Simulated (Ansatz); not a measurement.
hcp Y, treated with PBEsol-D3(BJ) (PAW; Ansatz, a program for electronic structure).

Settings: plane-wave cutoff 520 eV, 18×18×10 k mesh (along the axes of the cell as run), Fermi–Dirac smearing 0.05 eV, scalar-relativistic PAW data made under PBE.

Computed at the level's own relaxed cell.

Q: What does this level give for the pressure derivative B′ of the bulk modulus, c axis length and lattice constant a?

A: 
- pressure derivative B′ of the bulk modulus = 2.6
- c axis length = 5.503 Å
- lattice constant a = 3.534 Å

The run finds no gap.

Measured, for comparison: lattice parameter c 5.732 Å, lattice constant a 3.648 Å (293 K, no zero-point or thermal correction; as tabulated in Wikipedia's data pages). Computed (rounded) less measured: lattice parameter c -4.0 %, lattice constant a -3.1 %.

Note: the bulk modulus comes from volumes at which shape and atoms were relaxed.
